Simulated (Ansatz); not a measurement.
Isolated molecules relaxed with PBE0-D4/def2-TZVP in Ansatz; ΔE leaves out vibrations. CBS: MP2 limit from def2 TZ/QZ plus the TZ coupled-cluster correction, frozen cores. DFT in def2-TZVPP. B3LYP here is the variant with VWN-RPA as its local correlation; programs differ in this. One conformer a species, not always the lowest.

Reaction (isomerisation): `CCSCC` → `CC(C)CS`

```csv
level,ΔE (kcal/mol),difference from CCSD(T)/CBS
r2SCAN-D4,-1.5,0.6
PBE0-D4,-1.4,0.7
B3LYP-D4,-1.0,1.1
ωB97M-V,-2.0,0.1
PBE,-0.7,1.4
r2SCAN,-1.5,0.6
PBE0,-1.3,0.8
HF/def2-TZVPP,-2.0,0.1
SCS-MP2/def2-TZVPP,-2.4,-0.3
CCSD/def2-TZVPP,-3.0,-0.9
CCSD(T)/def2-TZVPP,-2.8,-0.7
HF/def2-QZVPP,-1.9,0.2
SCS-MP2/def2-QZVPP,-2.0,0.1
HF/CBS(def2),-1.9,0.2
MP2/CBS(def2),-1.8,0.3
CCSD/CBS(def2),-2.3,-0.2
CCSD(T)/CBS,-2.1,0
```

Largest T1 diagnostic among the species: 0.009.
